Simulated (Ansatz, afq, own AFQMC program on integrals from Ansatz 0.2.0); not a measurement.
# B2H, doublet in 6-31G, levels against full CI

```xyz
3

B     0.0000    0.0000    0.2225
B     0.0000    0.0000   -1.6225
H     0.0000    0.0000    1.4000
```

Connectivity, by distances: BH–B.

Basis 6-31G. Only valence electrons are correlated. Ansatz 0.2.0 and our own AFQMC program on the same integrals; the CISD trial comes from CCSD amplitudes, and released means the phaseless constraint is let go. Uncertainties: one standard error, sampling alone.

Determinant: ROHF, the one that the program's search chose, which needn't be the lowest solution. The geometry is a point of a scan.

Full CI is exact in this basis; its frozen core comes from its own orbitals, which moves totals by up to a few meV.

Cautions: a spin-contaminated unrestricted determinant lies lower (UHF 434 meV lower, ⟨S²⟩ 1.46); the released energies are still falling, so no released level is given (meV from the phaseless value at times in 1/Eh: -6.9 ± 2.3 at 0.24, -8.5 ± 2.1 at 0.51, -14 ± 4 at 0.99, -17.5 ± 2.3 at 1.62, -23 ± 3 at 2.40), though the last usable value meets full CI within the noise; full CI with its own frozen core; a state of higher spin lies lower (by 609 meV).

The T1 diagnostic is 0.0237 and the weight of the determinant in the CISD state is 0.885. The size of the correlated space is 7 electrons in 18 orbitals.

Reference: full CI, correlation energy -2.999 eV. CCSDTQ lies 0.3 meV above full CI, in part by the other frozen core, which shifts every row alike, so rows that close can't be ranked against it.

```csv
level,E − E(reference) (meV),share of correlation (%)
HF,2998.9,0.00
MP2,1050.6,64.97
CCSD,120.2,95.99
CCSD(T),45.4,98.49
CCSDT,7.7,99.74
CCSDT(Q),2.6,99.91
CCSDTQ,0.3,99.99
ph-AFQMC/CISD,24.9 ± 2.5,99.17
```

CCSDT and higher add their correlation energy to the determinant of the CCSD(T) run, since their own runs factorise the integrals more tightly (a shift of under 2 meV).
